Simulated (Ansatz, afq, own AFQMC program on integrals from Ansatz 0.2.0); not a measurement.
**Atomization energy of GaBPH, singlet, worked out**

```yaml
atoms:
  - { symbol: B, position_ang: [0.0112, -1.1691, 2.2601] }
  - { symbol: P, position_ang: [0.0681, 0.5223, 1.4019] }
  - { symbol: Ga, position_ang: [-0.0124, -0.0561, -0.9943] }
  - { symbol: H, position_ang: [-1.3572, 0.3666, 1.4585] }
```

Connectivity, by distances: B–PH–Ga.

Basis cc-pVDZ. Noble-gas cores (and the filled d shells of Ga–Kr and In–Xe) are frozen. Integrals, coupled cluster, full CI and functionals: Ansatz 0.2.0; the random walks run on the same integrals in our own AFQMC program. ph-AFQMC/CISD is guided by a CISD state made of CCSD amplitudes; releasing the constraint for a short imaginary time cuts its bias at the price of noise, slowly where states lie close. Uncertainties: one standard error, sampling alone. No spin–orbit coupling.

Total energies in eV. CBS is CCSD(T) at the limit of def2-TZVPP/QZVPP (MP2 extrapolated, CCSD(T) minus MP2 added); the highest rung of each member is named.

Cautions: inner d shell frozen; no relativity below Rb; no spin-orbit coupling; GaBPH (singlet): higher spins were not checked, restricted determinant unstable towards unrestricted (UHF 109 meV lower, ⟨S²⟩ 0.41), raised T1 diagnostic (T1 0.026, weight of the determinant 0.80, largest double 0.07).

```tsv
member	count	CCSD(T)/cc-pVDZ	highest rung in cc-pVDZ	which	CCSD(T)/CBS
B (doublet)	+1	-669.1119	-669.1218	FCI	-669.5180
P (quartet)	+1	-9273.4045	-9273.4147	FCI	-9274.6359
Ga (doublet)	+1	-52333.9248	-52333.9312	FCI	-52336.2188
H (doublet)	+1	-13.5861	-13.5861	FCI	-13.6059
GaBPH, singlet	-1	-62297.6967	-62297.7681	CCSDT(Q)	-62302.8443
```

Question: Work out the best estimate of the atomization energy: the CCSD(T)/CBS difference plus the step from CCSD(T) to the highest rung.

Answer: Sums with the counts: CCSD(T)/CBS 8.8657 eV, highest rung 7.7143 eV, CCSD(T)/cc-pVDZ 7.6694 eV. The step is 7.7143 − 7.6694 = 0.0449 eV, so the best estimate is 8.8657 + (0.0449) = 8.9106 eV = 859.7 kJ/mol. The basis set is worth 1.196 eV of it. Zero-point, core-correlation and spin–orbit terms aren't in it. Past Ne the Hartree–Fock part of each CBS total tends to overshoot, since the cores don't follow the formula; that largely cancels in the difference.

Best estimates are given only where the step beyond CCSD(T) is under 0.3 eV and no member's determinant is very poor (T1 over 0.05, or 0.07 for open shells, ⟨S²⟩ too high by 0.3, two states mixed), so the hardest cases are missing from such tables.

CCSDT and higher add their correlation energy to the determinant of the CCSD(T) run, since their own runs factorise the integrals more tightly (a shift of under 2 meV). Each member of a difference takes its own highest rung, so a best estimate needn't equal the limit plus the step of one row.
